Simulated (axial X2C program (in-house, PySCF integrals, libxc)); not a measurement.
## Ionising BO

Computed with an in-house relativistic program for diatomic molecules, spin-free (one-electron X2C) or two-component (2c: spin–orbit coupling with atomic mean-field Coulomb and Gaunt terms, which also bring small scalar terms), in Dyall basis sets with cores contracted in-house; open shells are unrestricted.

Basis sets: B dyall-v3z, O dyall-av3z. Frozen shells (counts by l): BO O 1s, B 1s, 9 electrons correlated; BO⁺ O 1s, B 1s, 8 electrons correlated. Where the outer core of a metal is frozen, bonds come out longer and ionisation energies lower.

```
Hamiltonian  level          BO state  Re (Å)  ωe (cm⁻¹)  De (eV)
  spin-free     HF  M_S = 1/2, Λ = 0   1.181     2073.4     5.80
  spin-free   PBE0  M_S = 1/2, Λ = 0   1.200     1932.0     8.45
  spin-free    MP2  M_S = 1/2, Λ = 0   1.212     1896.2     8.83
         2c     HF           Ω = 1/2   1.181     2073.5     5.80
         2c   PBE0           Ω = 1/2   1.200     1932.0     8.45
         2c    MP2           Ω = 1/2   1.212     1896.2     8.83
```

Adiabatic ionisation energy (minimum to minimum, no zero-point term) and constants of BO⁺:

| Hamiltonian | level | BO⁺ state | IE (eV) | Re (Å) | ωe (cm⁻¹) | De (eV) | fragments |
| --- | --- | --- | --- | --- | --- | --- | --- |
| spin-free | HF | M_S = 1, Λ = 1 | 11.64 | 1.286 | 1583.9 | 2.19 | O + B+ |
| spin-free | PBE0 | M_S = 1, Λ = 1 | 13.57 | 1.302 | 1498.0 | 3.52 | O + B+ |
| spin-free | MP2 | M_S = 1, Λ = 1 | 13.77 | 1.306 | 1508.3 | 3.32 | O + B+ |
| 2c | HF | Ω = 2 | 11.64 | 1.286 | 1584.0 | 2.20 | O + B+ |
| 2c | PBE0 | Ω = 2 | 13.56 | 1.302 | 1498.1 | 3.53 | O + B+ |
| 2c | MP2 | Ω = 2 | 13.76 | 1.306 | 1508.3 | 3.33 | O + B+ |

Task: Add the zero-point terms to the ionisation energy at MP2, 2c, and say whether the electron removed was bonding.

Result: IE0 = IE + (ωe⁺ − ωe)/2 = 13.76 + (-0.024) = 13.74 eV. Re changes by 0.094 Å, so the bond lengthens, as on loss of a bonding electron.

Task: Close the cycle De(BO⁺) + IE(BO) = De(BO) + IE(B) to find the atomic ionisation energy at MP2, 2c.

Result: IE(B) = 3.33 + 13.76 − 8.83 = 8.26 eV, for the determinants used.

Each entry is the lowest single determinant of a limited PBE0 search at one distance. De goes to single-determinant-based atoms at the same level (for ions the charge split of lowest energy) and is withheld (n/a) where an atom does not fit its ground term or J level. Main or longest-lived isotopes. One determinant is a doubtful description, or other states lie close, for BO, BO⁺; these need not be ground states, and all values refer to the states named. Some open-shell Ω = 0 determinants are out of reach, so the Ω given for BO⁺ need not be the lowest component. With several unpaired electrons the Ω given is that of one determinant, not necessarily of the lowest component. Some light 2c atoms are not at their ground J level, so De misses part of their lowering (0.04 eV or less). The functionals have no current term, which raises determinants with orbital currents.
